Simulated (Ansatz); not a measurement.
# CH5O: the cost of one run

All numbers below are computed with Ansatz 0.2.0 (RKS BLYP/6-31G*).

## Step 1: The system as given

Bond lengths: C1–O2 1.463 Å, C1–H3 1.089 Å, C1–H4 1.089 Å, C1–H5 1.089 Å, O2–H6 0.981 Å, O2–H7 0.982 Å. Angles: C1–O2–H6 110.5°, C1–O2–H7 110.6°, H6–O2–H7 110.7°, O2–C1–H3 107.7°, O2–C1–H4 107.6°, O2–C1–H5 111.9°, H3–C1–H4 109.0°, H3–C1–H5 110.3°, H4–C1–H5 110.3°.

As a file:

```xyz
7

C    -0.2898   -0.4116   -0.2980
O     0.2994    0.5052    0.6787
H    -0.0198   -1.4246   -0.0047
H    -1.3717   -0.3022   -0.2419
H     0.0583   -0.2057   -1.3093
H     0.0478    1.4320    0.4764
H     1.2758    0.4069    0.6988
```

## Step 2: Relaxing the start

The input, input.yaml:

```yaml
crystal:
  periodic: [false, false, false]
  atoms:
    - { symbol: C, position_ang: [-0.28976, -0.41158, -0.29805] }
    - { symbol: O, position_ang: [0.2994, 0.50518, 0.67875] }
    - { symbol: H, position_ang: [-0.01981, -1.42456, -0.00468] }
    - { symbol: H, position_ang: [-1.37168, -0.30224, -0.24191] }
    - { symbol: H, position_ang: [0.05832, -0.2057, -1.30933] }
    - { symbol: H, position_ang: [0.04775, 1.43196, 0.47638] }
    - { symbol: H, position_ang: [1.27577, 0.40695, 0.69885] }
total_charge: 1
basis:
  gaussian: { orbitals: "6-31G*" }
hamiltonian:
  xc: blyp
relax:
  f_tol: 0.02
  max_steps: 40
```

The run is started by

```
$ ansatz run input.yaml --threads 1 --pin off --max-ram 2048MiB --backend cpu --events-out ev --progress --plain --runs-dir out
```

**Question.** How long does this run take on 1 thread of Arm Neoverse V2, shared host, and how much memory does it need?

About 4.3 s, with a peak of 0.095 GiB.
